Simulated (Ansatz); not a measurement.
Molecule: OCl, net charge 0, doublet state. SMILES: [O]Cl
Geometry: optimised at B3LYP-D3(BJ)/def2-TZVP (Ansatz, an electronic-structure program).

Wanted: atomisation energy (electronic, to ground-state atoms), in kcal/mol. Correlated levels leave the core frozen unless marked. Open shells are spin-unrestricted. No spin-orbit coupling. No relativistic terms. The coupled-cluster limit lacks core correlation, which all-electron functionals hold. Basis-set limits of correlation are two-point, X^-3; Hartree-Fock from the larger set (for Q and 5 zeta extrapolated as (X+1)exp(-9√X)).

| level | program | atomisation energy (kcal/mol) |
|---|---|---|
| PBE-D3(BJ)/def2-TZVPD | Ansatz + dftd3 | 81.4 |
| B3LYP-D4/def2-TZVPD | Ansatz + dftd4 | 66.5 |
| BHLYP-D4/def2-TZVPD | Ansatz + dftd4 | 50.4 |
| MP2/cc-pV(D+d)Z | Ansatz | 42.7 |
| RI-MP2/aug-cc-pV(Q+d)Z | Ansatz | 62.4 |
| RI-MP2/CBS(cc-pV(T+d)Z,cc-pV(Q+d)Z) | Ansatz | 63.6 |
| RI-MP2/CBS(def2-TZVPPD,def2-QZVPPD) | Ansatz | 63.5 |

### Question
Estimate the value at CCSD(T)/CBS(cc-pV(Q+d)Z,cc-pV(5+d)Z) as computed with Ansatz.

### Answer
64.6 kcal/mol, so RI-MP2/CBS(def2-TZVPPD,def2-QZVPPD) differs from it by -1.1 kcal/mol.
